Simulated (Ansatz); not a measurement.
Lattice parameter a of some fcc solids

Method: HSE06-D3(BJ) in Ansatz (PAW). References are measured values corrected to a static lattice.

Values in Å.

```
solid   reference  HSE06-D3(BJ)  error (%)
------  ---------  ------------  ---------
fcc Ag      4.062         4.040      -0.54
fcc Ni      3.508         3.453      -1.57
fcc Al      4.018         3.947      -1.77
fcc Sr     6.045¶             ?          ?
fcc Pd      3.876         3.843      -0.85
fcc Rh      3.794         3.735      -1.56
fcc Au      4.062         4.056      -0.15
```

Task: Estimate the withheld HSE06-D3(BJ) value.

Result: The errors of the other rows run from -1.77 % to -0.15 %, with a median of -1.20 %; carried to the reference 6.045 it gives 5.972 Å. The run gives 5.960 Å (-1.41 %), -0.20 % from the estimate; the row was drawn at random, and such an estimate is rough. Over these 7 solids the mean error is -1.12 %, the mean absolute error 1.12 % (median 1.41 %), and the worst case fcc Al at -1.77 %; the value is too low in 7 of 7 cases.

All these references are brought to a static lattice.

Spin–orbit coupling is left out, also for the solids with elements from indium on (fcc Au); its size isn't shown.

¶ marks references of a special kind: fcc Sr, 6.045 Å (measured, low-temperature or extrapolated to 0 K; zero-point anharmonic expansion removed; as tabulated in Csonka et al. (2009), arXiv:0903.4037).

Exact exchange on metals is sensitive to the k mesh.

Differences are worked out from the printed values.

Ansatz's density-functional and Hartree–Fock values are scalar-relativistic unless marked +SOC, with PAW data made under PBE.

Ansatz's runs of these crystals have no spin polarisation, but for fcc Ni. Meta-GGAs and exact exchange favour moments, which can bear on fcc Ni, fcc Pd, fcc Rh.

Density-functional runs with spin start from parallel moments for fcc Ni.

Not in this set, of the fcc solids with a reference value in our tables and a result at some level: 5 for no value at HSE06-D3(BJ) (not run, a failed fit, an unstable or unbound cell, or a value held back for tests). These can be a level's best or worst cases. At least 1 more with a reference value is held back for tests. Solids without a released value at any level aren't counted. Layered and molecular crystals are counted apart. The metals Ce to Yb are counted apart.

References as tabulated in Mejia-Rodriguez and Trickey (2018), arXiv:1807.09216; Csonka et al. (2009), arXiv:0903.4037.

Ansatz is an electronic-structure program.
